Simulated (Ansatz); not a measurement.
A nudged elastic band was laid between two geometries of H$_{7}$NSi$_{2}$ (10 atoms, charge 0, multiplicity 1).

The calculation used RKS LDA/def2-mTZVP (Ansatz 0.2.0).

- movable images: 9
- climbing image: yes
- spring: 5.0 eV/Å²
- optimiser: quadratic models (default)
- start path: through a guess of the saddle point
- force threshold: 0.03 eV/Å
- iteration limit: 60
- end points: relaxed

Image 0:

```xyz
10
Properties=species:S:1:pos:R:3
Si -0.671 -0.273 -0.526
H -1.191 -1.677 -0.442
N 0.466 -0.222 -1.824
H 1.190 -0.936 -1.900
H -1.802 0.649 -0.877
Si 0.151 0.338 1.575
H 0.797 0.674 -2.183
H 0.690 1.740 1.546
H 1.276 -0.566 1.988
H -0.906 0.274 2.641
```

Image 10:

```xyz
10
Properties=species:S:1:pos:R:3
Si -0.283 0.608 -0.808
H -1.102 -2.451 -0.410
N 0.653 0.619 -2.121
H -0.701 -1.943 -0.832
H -1.749 0.729 -1.081
Si 0.285 0.492 1.456
H 1.675 0.541 -2.045
H 0.079 1.826 2.107
H 1.723 0.096 1.585
H -0.580 -0.518 2.148
```

What changes between the two ends?

Bonds broken: Si1–H2, N3–H4. Bonds formed: H2–H4. H7NSi2 becomes H2 + H5NSi2.

What energy profile does the band end with?

It converged. The highest image is number 6 of 0 to 10, 79.7 kcal/mol above the first end and 22.7 kcal/mol above the last; the last end lies 57.1 kcal/mol above the first. Neighbouring images differ by up to 1.5 eV, so the band resolves the path poorly. A vibrational analysis at the climbing image gives one clearly imaginary mode, 1446i cm⁻¹: a first-order saddle point. The orbitals stay closed-shell, which can raise the energy where a bond breaks towards radicals; this wasn't checked here.

```json
{"image": "0", "path coordinate (Å)": "0.00", "energy (kcal/mol)": "0.0", "Si1–H2 (Å)": "1.50", "N3–H4 (Å)": "1.02", "H2–H4 (Å)": "2.89"}
{"image": "1", "path coordinate (Å)": "0.44", "energy (kcal/mol)": "0.1", "Si1–H2 (Å)": "1.50", "N3–H4 (Å)": "1.02", "H2–H4 (Å)": "2.76"}
{"image": "2", "path coordinate (Å)": "0.87", "energy (kcal/mol)": "0.5", "Si1–H2 (Å)": "1.50", "N3–H4 (Å)": "1.02", "H2–H4 (Å)": "2.66"}
{"image": "3", "path coordinate (Å)": "1.31", "energy (kcal/mol)": "3.4", "Si1–H2 (Å)": "1.50", "N3–H4 (Å)": "1.02", "H2–H4 (Å)": "2.35"}
{"image": "4", "path coordinate (Å)": "1.75", "energy (kcal/mol)": "14.7", "Si1–H2 (Å)": "1.52", "N3–H4 (Å)": "1.03", "H2–H4 (Å)": "1.86"}
{"image": "5", "path coordinate (Å)": "2.18", "energy (kcal/mol)": "48.9", "Si1–H2 (Å)": "1.64", "N3–H4 (Å)": "1.21", "H2–H4 (Å)": "1.37"}
{"image": "6", "path coordinate (Å)": "2.62", "energy (kcal/mol)": "79.7", "Si1–H2 (Å)": "1.82", "N3–H4 (Å)": "1.67", "H2–H4 (Å)": "0.97"}
{"image": "7", "path coordinate (Å)": "3.24", "energy (kcal/mol)": "63.2", "Si1–H2 (Å)": "2.37", "N3–H4 (Å)": "2.28", "H2–H4 (Å)": "0.79"}
{"image": "8", "path coordinate (Å)": "3.86", "energy (kcal/mol)": "57.8", "Si1–H2 (Å)": "2.89", "N3–H4 (Å)": "2.76", "H2–H4 (Å)": "0.77"}
{"image": "9", "path coordinate (Å)": "4.48", "energy (kcal/mol)": "57.1", "Si1–H2 (Å)": "3.18", "N3–H4 (Å)": "3.13", "H2–H4 (Å)": "0.77"}
{"image": "10", "path coordinate (Å)": "5.10", "energy (kcal/mol)": "57.1", "Si1–H2 (Å)": "3.19", "N3–H4 (Å)": "3.17", "H2–H4 (Å)": "0.77"}
```

What is the geometry of the highest image?


```xyz
10
Properties=species:S:1:pos:R:3
Si -0.463 0.181 -0.678
H -0.612 -1.631 -0.654
N 0.427 0.158 -2.057
H -0.050 -1.286 -1.371
H -1.936 0.413 -0.831
Si 0.188 0.410 1.563
H 1.434 0.332 -2.105
H 0.400 1.866 1.855
H 1.476 -0.320 1.789
H -0.863 -0.124 2.490
```

The band took 26 iterations and about 4 core-minutes.

Time of the run: 2.4 min on 2 threads of Intel(R) Xeon(R) 6975P-C (Granite Rapids), with other jobs on the host, peak memory 0.17 GiB.
